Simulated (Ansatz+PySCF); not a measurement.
# singlet CH₄ in separate pieces: levels of theory in one basis

```yaml
atoms:
  - { symbol: C, position_ang: [0.0000, 0.0000, 0.0000] }
  - { symbol: H, position_ang: [1.9020, 1.9020, 1.9020] }
  - { symbol: H, position_ang: [0.6340, -0.6340, -0.6340] }
  - { symbol: H, position_ang: [-0.6340, 0.6340, -0.6340] }
  - { symbol: H, position_ang: [-0.6340, -0.6340, 0.6340] }
```

Basis set: cc-pVDZ (spherical functions). Frozen core: 1 orbital. Charge 0, multiplicity 1.

Computed with Ansatz (development build ahead of 0.2.0); each method stands on the lowest determinant of its kind that the runs found. NEVPT2 correlates all electrons. Active spaces start from the frontier orbitals, and the lowest solution found is given.

```
        method  E − E(RHF) (eV)  <S²> of the determinant
           RHF             0.00                     0.00
           UHF            -4.09                     1.00
       RHF-MP2            -5.89                        –
      RHF-CCSD            -7.76                        –
   RHF-CCSD(T)            -8.62                        –
  RHF-CCSDT(Q)            -8.31                        –
SC-NEVPT2(8,8)            -7.74                        –
```

(1) What does CASSCF(8,8) give on the same scale?

(2) Is a single determinant a sound starting point here?

## Answers

(1) -5.67 eV.

(2) It is doubtful. Unrestricted orbitals lower Hartree–Fock by 4.09 eV and <S²> is 1.00 where a pure state has 0.00, a sign of strong static correlation. The CASSCF(8,8) natural occupations are 1.98, 1.98, 1.98, 1.21, 0.79, 0.02, 0.02, 0.02.

Caution for RHF, RHF-MP2, RHF-CCSD, RHF-CCSD(T), RHF-CCSDT(Q): an unrestricted determinant lies well below. Caution for UHF: the unrestricted determinant is a mixture of spin states. Caution for RHF-MP2, RHF-CCSD, RHF-CCSDT(Q): large amplitudes, a single reference is doubtful. Caution for RHF-CCSD(T): very large amplitudes, the method is breaking down; the program doubts this total. Caution for RHF-CCSDT(Q): the amplitudes may be one of several solutions.
